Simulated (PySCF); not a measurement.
Structure problem from calculated spectra and properties.

Formula: CH5B.

| Quantity | Value |
| --- | --- |
| XPS | B1s 196.5, C1s 290.5 eV [ΔSCF SCAN, pcX-2 on the ionised atom, pcseg-1 elsewhere, spin-free X2C] |
| UV, strongest line | among the 10 lowest singlet transitions: S8 at 10.16 eV (122 nm, f = 0.245) [TDDFT CAM-B3LYP/def2-SVPD] |
| Dipole | 0.69 D [CAM-B3LYP/def2-SVPD] |
| NMR, other nuclei | isotropic shieldings of nuclei other than C and H, by class: 13 (1 B) ppm [GIAO B97-2/pcSseg-2] |
| Valence photoelectron | vertical ionisation energy: 11.82 eV [ΔSCF CAM-B3LYP/def2-SVPD] |
| Rotational structure | rotational constants A, B, C: 94.415, 21.554, 19.632 GHz [PBE0-D3(BJ)/def2-SVP] |
| 13C NMR | chemical shifts (computed TMS as zero) by class: 17.3 (1 C) ppm [GIAO B97-2/pcSseg-2] |

The electronic properties come from PySCF, for the isolated species, density fitting. Levels stand in brackets. Geometry: PBE0-D3(BJ)/def2-SVP; no solvent, vibrations or thermal averaging. NMR values are class means; diastereotopic atoms form classes of their own.

Problem. What is the compound? Reason from the data.

Solution. The one carbon: sp3 carbon bound to boron (17.3 ppm). The other shieldings belong to: 13 ppm, three-coordinate boron. The core levels belong to: B1s 196.5 eV, three-coordinate boron; C1s 290.5 eV, sp3 carbon bound to boron. The first electron is taken from the HOMO, whose largest Löwdin shares are 0.37 on the three-coordinate boron, 0.19 on each of 2 atoms of one kind (B–H hydrogen) and 0.14 on the sp3 carbon bound to boron. The optimised geometry has point group Cs and is an asymmetric top. Structure: `BC` (CH3BH2).
